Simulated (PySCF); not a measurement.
Reaction (SMILES): CSC + 2 [H][H] (H2) → 2 C (CH4) + S (H2S)
B3LYP-D3(BJ)/def2-TZVP geometries, fixed; electronic energies without zero-point terms.

Effect of the grid level at wB97M-V/def2-SVP with PySCF, against the last row, where the energy of full hydrogenation is -40.10 kcal/mol.

```
setting         grid points, largest species  largest shift of a total energy (mEh)  shift of the energy of full hydrogenation (kcal/mol)
--------------  ----------------------------  -------------------------------------  ----------------------------------------------------
grids.level: 0                          7520                                 48.710                                                -2.211
grids.level: 1                         31512                                 -0.050                                                -0.057
grids.level: 2                         66400                                  0.002                                                -0.002
grids.level: 3                        105968                                 -0.002                                                 0.000
grids.level: 4                        180160                                  0.000                                                 0.000
grids.level: 5                        270248                                  0.000                                                 0.000
grids.level: 7                        559360                                  0.000                                                 0.000
```

Within 0.3 kcal/mol in the energy of full hydrogenation: grids.level: 1; grids.level: 2; grids.level: 3; grids.level: 4; grids.level: 5. The largest shift is 48.710 mEh in a total energy and 2.211 kcal/mol in the difference.
